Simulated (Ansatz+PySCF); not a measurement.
## singlet C₃H₄: levels of theory in one basis

```xyz
7

C     0.0000    0.0000   -0.9234
C     0.0000    0.7002    0.5378
C     0.0000   -0.7002    0.5378
H     0.9922    0.0000   -1.5809
H    -0.9922    0.0000   -1.5809
H     0.0000    1.7169    1.1247
H     0.0000   -1.7169    1.1247
```

Basis set: def2-SVP (spherical functions). Frozen core: 3 orbitals. Charge 0, multiplicity 1.

Computed with Ansatz (development build ahead of 0.2.0); each method stands on the lowest determinant of its kind that the runs found. NEVPT2 correlates all electrons. Active spaces start from the frontier orbitals, and the lowest solution found is given.

```
        method  E − E(RHF) (eV)  <S²> of the determinant
           RHF             0.00                     0.00
           UHF            -0.11                     0.34
       RHF-MP2           -11.40                        –
       UHF-MP2           -10.83                     0.34
   RHF-CCSD(T)           -12.73                        –
   CASSCF(2,2)            -0.90                        –
SC-NEVPT2(2,2)           -11.64                        –
```

Question: What does RHF-CCSD give on the same scale?

Answer: -12.19 eV.

Question: Is a single determinant a sound starting point here?

Answer: Only with care. Unrestricted orbitals gain 0.11 eV and <S²> is 0.34 against 0.00 for a pure state, so spin symmetry breaks but gains little energy; restricted orbitals can still serve. The CASSCF(2,2) natural occupations are 1.89, 0.11.

Caution for UHF, UHF-MP2: the unrestricted determinant is spin contaminated; the determinant breaks the point group. Caution for UHF-MP2: another reference gives a lower total.
